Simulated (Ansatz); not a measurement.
Molecule: t-butyl radical, C₄H₉, net charge 0, doublet state. It need not be the lowest isomer of its formula. 
Coordinates optimised at B3LYP-D3(BJ)/def2-TZVP (Ansatz, an electronic-structure program):
```xyz
13

C      0.0015     0.0000     0.1568
C     -0.0075     1.4797    -0.0148
C      1.2849    -0.7335    -0.0278
C     -1.2779    -0.7462    -0.0031
H     -0.0191     1.7664    -1.0804
H     -0.8915     1.9349     0.4384
H      0.8807     1.9437     0.4213
H      1.5234    -0.8753    -1.0958
H      2.1276    -0.1919     0.4088
H      1.2491    -1.7311     0.4169
H     -1.5355    -0.8904    -1.0663
H     -1.2237    -1.7433     0.4408
H     -2.1174    -0.2129     0.4497
```
Charge 0, spin multiplicity 2.

Parts of the frozen-core correlation energy in cc-pVDZ (Ansatz, hartree). Frozen orbitals: 4; correlated occupied orbitals by spin: 13 and 12; virtual: 84 and 85. UHF or UKS for open shells. Spin-orbit coupling is left out. No relativistic terms.

```tsv
term	value
reference (HF)	-156.68656
MP2 opposite-spin	-0.42978
MP2 same-spin	-0.12520
CCSD correlation	-0.61747
(T)	-0.01728
T1 diagnostic	0.010
largest doubles amplitude	0.019
<S^2> of the reference	0.764
```
